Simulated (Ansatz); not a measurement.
A calculation with Ansatz (development build ahead of 0.2.0).

```yaml
crystal:
  periodic: [false, false, false]
  atoms:
    - { symbol: C, position_ang: [0.0, -0.60824, -0.61616] }
    - { symbol: C, position_ang: [0.0, -0.60824, 0.61616] }
    - { symbol: C, position_ang: [0.0, 0.47807, -1.45832] }
    - { symbol: C, position_ang: [0.0, 0.47807, 1.45832] }
    - { symbol: H, position_ang: [0.0, -1.50787, -1.07363] }
    - { symbol: H, position_ang: [0.0, -1.50787, 1.07363] }
    - { symbol: H, position_ang: [0.0, 1.36053, -0.96516] }
    - { symbol: H, position_ang: [0.81198, 0.46418, -2.06712] }
    - { symbol: H, position_ang: [-0.81198, 0.46418, -2.06712] }
    - { symbol: H, position_ang: [0.0, 1.36053, 0.96516] }
    - { symbol: H, position_ang: [-0.81198, 0.46418, 2.06712] }
    - { symbol: H, position_ang: [0.81198, 0.46418, 2.06712] }
basis:
  gaussian: { orbitals: def2-TZVP }
hamiltonian:
  xc: hf
```

The input is written out in the form of the current development build from the run's settings.

Output:

- Converged: yes
- Total energy: -156.09940 hartree
- Spin squared of the determinant: 0.000

Caution: no unrestricted run beside it, a lower state can exist.
